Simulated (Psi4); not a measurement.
Psi4 input (wB97X-D/6-31G*):

```
memory 1500 MB

molecule {
0 2
O    -0.00967373    0.04563775    1.10330363
C     0.00178170    1.15541318    0.29161270
C    -0.00658038   -1.04837760    0.29156764
C     0.01154327    0.72839088   -0.98368653
C     0.00648472   -0.69033507   -1.02009325
H     0.00104465    2.11115768    0.78054654
H    -0.01464815   -2.00173065    0.79019247
H     0.01161747   -1.34507735   -1.87357137
symmetry c1
no_reorient
no_com
}

set {
  basis 6-31G*
  reference uks
  scf_type pk
  dft_radial_points 99
  dft_spherical_points 590
  e_convergence 1e-8
  d_convergence 1e-7
  maxiter 150
}

e = energy('wb97x-d')
print_out(f'\nFINAL {e:.10f} DIPOLE {variable("CURRENT DIPOLE")[0]:.6f} {variable("CURRENT DIPOLE")[1]:.6f} {variable("CURRENT DIPOLE")[2]:.6f}\n')
```

Question: Predict the final energy.

Answer: -229.24144 Eh.
